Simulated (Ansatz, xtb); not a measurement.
Ligand exchange: SiH2(CH3)F + NH3 → SiH2(CH3)(NH2) + HF

Species: SiH2(CH3)F, singlet; NH3 (ammonia) `N`, singlet; SiH2(CH3)(NH2), singlet; HF (hydrogen fluoride), singlet. The partners trade F for NH2: Si–F and H–NH2 bonds give way to Si–NH2 and H–F.

Shapes, held fixed at every level: PBE0-D4/def2-TZVP. Flexible molecules stand in one conformer, not always the lowest. Programs: Ansatz 0.2.0, xtb 6.7.1. The zero-point and thermal change to 298 K, harmonic and unscaled (PBE0-D4/def2-TZVP), is -4.1 kJ/mol.

Question: Estimate ΔH(298 K) of this reaction.

Answer: The highest level, CCSD(T)/CBS estimate, gives ΔH(298 K) = +86.6 kJ/mol; the levels span +44.0 to +90.4. The column of differences is taken from that level and isn't an error. No measured value is set beside it here. The CBS estimate extrapolates MP2 from def2-TZVPP and def2-QZVPP and adds CCSD(T) − MP2 in the triple-zeta set, cores frozen.

```csv
level,kind,ΔH(298 K) (kJ/mol),less CCSD(T)/CBS estimate
GFN0-xTB,semi-empirical,+44.0,-42.6
SPW92/def2-TZVPP,LDA,+80.0,-6.6
PBE-D4/def2-TZVPP,GGA,+84.0,-2.6
wB97M-V/def2-TZVPP,range-separated hybrid,+89.3,+2.7
wB97X-V/def2-TZVPP,range-separated hybrid,+90.4,+3.8
MP2/def2-SVP,perturbation theory,+86.8,+0.2
MP2/def2-TZVPP,perturbation theory,+85.4,-1.2
CCSD/def2-SVP,coupled cluster or CI,+88.9,+2.3
CCSD(T)/CBS estimate,coupled cluster or CI,+86.6,0.0
```
